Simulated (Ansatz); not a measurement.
# H2F (doublet): from Hartree-Fock to the top rungs at distance H1–H2 along a hydrogen transfer = 0.891 Å, 6-31G

How much of the correlation energy of H2F (doublet) does each wave-function method recover here?

Program: Ansatz 0.2.0, Gaussian basis. Level of theory: 6-31G, core rule «outside noble gas», up to 1 orbitals frozen. These are calculated values, not measurements.

To be run: UHF; CCSD(T) on ROHF; CCSD(T) on UHF; BCCD(T) on ROHF; CISD; CCSDT(Q) on ROHF; CCSDT(Q) on UHF; CISDTQ; CCSDTQ on ROHF; CCSDTQ on UHF; CASSCF and MRCISD+Q, 3 electrons in 3 orbitals; CASSCF and NEVPT2, 3 electrons in 3 orbitals; CASSCF and MRCISD+Q, 9 electrons in 6 orbitals; CASSCF and NEVPT2, 9 electrons in 6 orbitals; Full CI.

3 further runs of the same task are left out: 3 that didn't finish.

### 1 The system

The geometry derives from fragments relaxed apart (PBE0/def2-TZVP) and kept rigid, so it is no stationary point. A hydrogen atom is moved between rigid fragments.

3 atoms, charge 0, spin multiplicity 2.

Atoms are counted from 1 here; the program's logs count them from 0.

Bond lengths: H2–F3 1.010 Å.

### 2 UHF

in.yaml reads:

```yaml
crystal:
  periodic: [false, false, false]
  atoms:
    - {symbol: H, position_ang: [0.000000, 0.000000, -0.930667]}
    - {symbol: H, position_ang: [0.000000, 0.000000, -0.039667]}
    - {symbol: F, position_ang: [0.000000, 0.000000, 0.970333]}
basis:
  gaussian: {orbitals: 6-31G}
magnetization: {spin_polarized: true, initial_magnetization: 1}
hamiltonian: {xc: hf}
output: {orbitals: {seedname: orbitals}}
```

Command:

```sh
ansatz run in.yaml --threads 1 --pin off --events-out ev --progress --plain --max-ram 2393MiB
```

Further steps of the session: CCSD(T) on ROHF; CCSD(T) on UHF; BCCD(T) on ROHF; CISD; CCSDT(Q) on ROHF; CCSDT(Q) on UHF; CISDTQ; CCSDTQ on ROHF; CCSDTQ on UHF; CASSCF and MRCISD+Q, 3 electrons in 3 orbitals; CASSCF and NEVPT2, 3 electrons in 3 orbitals; CASSCF and MRCISD+Q, 9 electrons in 6 orbitals; CASSCF and NEVPT2, 9 electrons in 6 orbitals; Full CI.

Q: Predict the results of all the runs planned. Wanted: FCI below the RHF energy; RMP2 from FCI; UMP2 from FCI; RCCSD from FCI; RCCSD(T) from FCI; UCCSD(T) from FCI; RCCSDT(Q) from FCI; UCCSDT(Q) from FCI; NEVPT2 pair from FCI.

As calculated:

| quantity | value |
| --- | --- |
| FCI below the RHF energy | -3.9528 eV |
| RMP2 from FCI | +143.7 meV |
| UMP2 from FCI | +212.5 meV |
| RCCSD from FCI | +42.9 meV |
| RCCSD(T) from FCI | +15.3 meV |
| UCCSD(T) from FCI | +13.2 meV |
| RCCSDT(Q) from FCI | -0.4 meV |
| UCCSDT(Q) from FCI | -0.2 meV |
| NEVPT2 pair from FCI | +66.2 meV |
| MRCISD+Q pair from FCI | +53.7 meV |
| NEVPT2 valence from FCI | +369.9 meV |
| levels within 1 kcal/mol (43 meV) | RCCSD, UCCSD, RCCSD(T), UCCSD(T), BCCD(T), RCCSDT, UCCSDT, CISDTQ, RCCSDT(Q), UCCSDT(Q), RCCSDTQ, UCCSDTQ |
| T1 diagnostic | 0.020 |
| effectively unpaired electrons | 1.01 |

RCCSD(T) lands +15.3 meV from the yardstick (0.4 % of the correlation energy). One determinant dominates. Of the multireference levels listed MRCISD+Q valence comes nearest in total energy (+50.7 meV), which doesn't show that its space is the better one. These misses are within one basis, not against nature; the frozen cores of restricted and unrestricted runs differ, which can shift their rows.
